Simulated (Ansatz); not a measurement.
The scaffold ethyl-X carries different groups X. All species are isolated molecules in the gas phase. One relaxed conformer stands for each flexible species; it need not be the lowest. Strings in code marks are SMILES.

Quantity: vertical ionisation energy (energy after one electron is removed minus that of the parent at the parent's geometry), in eV.

A: `CC[SeH]` (C–C–Se–H torsion 63°)
B: `BCC`
C: `C[CH2][GeH3]`
D: `CCN`
E: `CCC#N`

**Question.** Order them by vertical ionisation energy (energy after one electron is removed minus that of the parent at the parent's geometry) (lowest first) at the level frozen-core CCSD(T)/def2-TZVPP // B3LYP-D3(BJ)/def2-TZVP (Ansatz, a program for electronic structure).

**Answer.** A (8.83 eV), D (9.45 eV), C (10.60 eV), B (11.48 eV), E (12.22 eV)
